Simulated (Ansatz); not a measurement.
# Si₂Cl (doublet): wave-function methods side by side, def2-QZVPP

An exercise on one series of results from a longer session: the logs are not shown, and one member is left open.

The runs use Ansatz 0.2.0, Gaussian basis; def2-QZVPP, core rule «outside noble gas», up to 15 orbitals frozen.

Plan: UHF; ROHF; CCSD(T) on UHF.

### The geometry

The geometry is a PBE0/def2-TZVP stationary point (not a proven minimum) of the parent state, kept for this charge and spin.

3 atoms, charge 0, spin multiplicity 2.

Atoms are counted from 1 here; the program's logs count them from 0.

Bond lengths: Cl1–Si2 2.077 Å, Si2–Si3 2.325 Å. Angles: Cl1–Si2–Si3 112.0°.

Coordinates:

```xyz
3

Cl    0.0000   -0.3697    1.6350
Si    0.0000    0.8499   -0.0466
Si    0.0000   -0.3832   -2.0174
```

The first run:

Contents of in.yaml:

```yaml
crystal:
  periodic: [false, false, false]
  atoms:
    - {symbol: Cl, position_ang: [0.000000, -0.369686, 1.635032]}
    - {symbol: Si, position_ang: [0.000000, 0.849888, -0.046560]}
    - {symbol: Si, position_ang: [0.000000, -0.383225, -2.017380]}
basis:
  gaussian: {orbitals: "def2-QZVPP.json"}
magnetization: {spin_polarized: true, initial_magnetization: 1}
hamiltonian: {xc: hf}
output: {orbitals: {seedname: orbitals}}
```

Run with:

```sh
$ ansatz run in.yaml --threads 1 --pin off --events-out ev --progress --plain --max-ram 2393MiB
```

Steps of the session up to this table: UHF; ROHF; CCSD(T) on UHF.

One of the session's tables, all rows but one given; the rest of the session is left out.

It belongs to the step «Misses and costs». 

```
  method  from UCCSD(T) (meV)
    ROHF             +12512.8
     UHF             +12005.5
    UMP2                    ?
   UCCSD               +672.7
UCCSD(T)                    0
```

**Question.** Estimate the row for UMP2.

**Answer.** from UCCSD(T) (meV): +1883.4. In the column «from UCCSD(T) (meV)» it lies between UCCSD (+672.7) and UHF (+12005.5).

Limits of these values: The determinant of HF (⟨S²⟩ 1.78) is far from a pure spin state, so its energy mixes those of several spin states; that is harmless only where they are near-degenerate. The determinant of CCSD(T) (⟨S²⟩ 1.65) is far from a pure spin state, so its energy mixes those of several spin states; high orders of coupled cluster remove much of that, low ones don't. Warnings: spin contamination; coupled cluster took another determinant than the lowest.
